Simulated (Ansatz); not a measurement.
# Si2 (quintet): the correlation ladder, def2-QZVPP

An exercise on one series of results from a longer session: the logs are not shown, and one member is left open.

Program: Ansatz 0.2.0, Gaussian basis. Level of theory: def2-QZVPP, core rule «outside noble gas», up to 10 orbitals frozen. These are calculated values, not measurements.

The runs, in order: UHF; ROHF; CCSD(T) on UHF.

2 further runs of the same task are left out: 2 set aside as unsound or not needed. Runs told in other sessions of the task aren't counted.

### What is computed

The geometry is a PBE0/def2-TZVP stationary point (not a proven minimum) of the parent state, kept for this charge and spin.

2 atoms, charge 0, spin multiplicity 5.

Atoms are counted from 1 here; the program's logs count them from 0.

Bond lengths: Si1–Si2 2.255 Å.

The first run:

File in.yaml:

```yaml
crystal:
  periodic: [false, false, false]
  atoms:
    - {symbol: Si, position_ang: [0.000000, 0.000000, 0.000000]}
    - {symbol: Si, position_ang: [0.000000, 0.000000, 2.254714]}
basis:
  gaussian: {orbitals: "def2-QZVPP.json"}
magnetization: {spin_polarized: true, initial_magnetization: 4}
hamiltonian: {xc: hf}
output: {orbitals: {seedname: orbitals}}
```

Started as:

```sh
> ansatz run in.yaml --threads 1 --pin off --events-out ev --progress --plain --max-ram 2393MiB
```

Steps of the session up to this table: UHF; ROHF; CCSD(T) on UHF.

One of the session's tables, all rows but one given; the rest of the session is left out.

```
  method  from UCCSD(T) (meV)
    ROHF              +5314.2
     UHF                    ?
    UMP2               +992.5
   UCCSD               +320.4
UCCSD(T)                    0
```

**Question.** Estimate the row for UHF.

The run gave: from UCCSD(T) (meV): +5219.7. In the column «from UCCSD(T) (meV)» it lies between UMP2 (+992.5) and ROHF (+5314.2).
